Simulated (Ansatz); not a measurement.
## Forces away from equilibrium

C₂H₂OS (SMILES O=C=CS), closed shell, displaced at random from its PBE0-D4/def2-TZVP minimum.

```tsv
atom	x (Å)	y (Å)	z (Å)
O1	-0.5571	-2.1807	0.1486
C2	-0.0601	-1.1726	0.0789
C3	0.5111	0.0405	0.0131
S4	-0.4245	1.2698	-0.8305
H5	1.5007	0.2432	0.3717
H6	-1.0104	1.8739	0.2103
```

Computed with Ansatz 0.2.0 (basis: def2-TZVPP); correlated methods freeze the cores.

CCSD(T) forces from the calculation:
| atom | Fx | Fy | Fz (eV/Å) |
| --- | --- | --- | --- |
| O1 | -1.816 | -3.629 | 0.147 |
| C2 | 2.351 | 4.296 | -0.008 |
| C3 | -0.607 | -0.550 | -0.103 |
| S4 | -0.096 | 0.133 | -0.310 |
| H5 | 0.186 | -0.243 | 0.132 |
| H6 | -0.018 | -0.008 | 0.142 |

Task: Which atom feels the largest CCSD(T) force, and how large is it?

Result: C2, 4.90 eV/Å, along (0.48, 0.88, 0.00).

Root-mean-square difference of the force components from those of CCSD(T): PBE-D4 0.275; r2SCAN-D4 0.182; PBE0-D4 0.316; wB97M-V 0.299 eV/Å.

T1 diagnostic: at most 0.015. These are differences at one structure, and CCSD(T) in triple zeta is itself an approximation.

For scale, one of the runs: CCSD(T)/def2-TZVPP forces, 163 basis functions (an equivalent command: `ansatz run in.yaml --threads 2`). Hardware: 2 CPU threads, shared host. Wall time 3.5 min; peak host memory 2.2 GiB.
